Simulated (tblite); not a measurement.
Run record: tight-binding relaxation, carbonyl fluoride, `O=C(F)F`.

Computed with GFN2-xTB geometry optimisation, gas phase (tblite 0.8.0). Start geometry: from a force field or distance geometry. The command runs a driver script over a list of jobs; the input below is this job's line of settings and its coordinates in Å.

Command:
```bash
OMP_NUM_THREADS=1 python probes_run.py task.json out
```

Input:
```
{"job": {"kind": "relax", "xc": "GFN2-xTB", "basis": "xTB"}, "charge": 0, "multiplicity": 1}
O     -0.321900     1.125700     0.805100
C     -0.010700     0.044500     0.333200
F      1.110200    -0.629000     0.778300
F     -0.767300    -0.536500    -0.649900
```

Output:
```
step      E/eV     max force
  0    -425.88724    4.824
  1    -425.97689    7.774
  2    -426.27892    1.157
  3    -426.32780    1.041
  4    -426.37436    0.450
  5    -426.37920    0.207
  6    -426.37959    0.022
  7    -426.37959    0.003
```

«max force» is the largest atomic force in eV/Å.

Q: From which step on does the largest force stay under 0.1 eV/Å, and how much energy is left to gain from there?

A: From step 6 (0.022 eV/Å), 0.0 meV above the end.

Summary of the converged run: energy lowered by 11.4 kcal/mol over 7 steps; largest atomic force 0.003 eV/Å at the end.

Run on an x86-64 server with one thread (shared host).
Labels such as C1 count atoms from 1, the log's own numbers from 0.
